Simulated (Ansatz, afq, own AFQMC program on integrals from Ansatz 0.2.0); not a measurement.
# Where AFQMC and coupled cluster stand for AlSiH, triplet

```xyz
3

Si    0.0000   -0.0533    1.7283
Al    0.0000   -0.0175   -1.8165
H     0.0000    1.9542    0.4678
```

Connectivity, by distances: Si ··· Al ··· H.

Basis 6-31G. Noble-gas cores (and the filled d shells of Ga–Kr and In–Xe) are frozen. Integrals, coupled cluster, full CI and functionals: Ansatz 0.2.0; the random walks run on the same integrals in our own AFQMC program. The CISD trial takes its coefficients from CCSD amplitudes. Released means that phaseless walkers are propagated on without the constraint, phases kept. ± is one standard error of the sampling.

Determinant: UHF, the one that the program's search chose, which needn't be the lowest solution. The geometry is a point of a scan.

Full CI on the same integrals is exact in this basis and with this determinant's frozen core.

Cautions: lower spins were not checked; strong correlation (T1 0.081, weight of the determinant 0.77, largest double 0.16); unrestricted determinant spin contaminated (⟨S²⟩ 2.40 against 2.00); the released energies are still falling, so no released level is given (meV from the phaseless value at times in 1/Eh: -5 ± 3 at 0.24, -10 ± 3 at 0.51, -20 ± 3 at 0.99, -23 ± 3 at 1.62, -25 ± 3 at 2.40).

* T1 diagnostic: 0.0810
* weight of the determinant in the CISD state: 0.766
* ⟨S²⟩ of the determinant: 2.403
* size of the correlated space: 8 electrons in 18 orbitals

| level | correlation energy (eV) |
| --- | --- |
| MP2 | -1.4076 |
| CCSD | -2.4843 |
| CCSD(T) | -2.5663 |

Estimate where full CI lies against CCSD(T) on the same integrals.

7.3 kJ/mol below CCSD(T).

Reference: full CI, correlation energy -2.642 eV. The cautions show a poor starting determinant, so the rows tell how each method copes with it here, and full CI is the sure value.

```
        level  E − E(reference) (kJ/mol)  share of correlation (%)
      CCSD(T)                        7.3                     97.14
        CCSDT                        1.3                     99.47
     CCSDT(Q)                        0.1                     99.96
       CCSDTQ                        0.1                     99.98
ph-AFQMC/CISD                  5.4 ± 0.3                     97.86
```

CCSDT and higher add their correlation energy to the determinant of the CCSD(T) run, since their own runs factorise the integrals more tightly (a shift of under 2 meV). A walk keeps the symmetry of its determinant, which the program's search chose and which needn't be the lowest solution, so a lower state of the same spin and another symmetry isn't excluded.
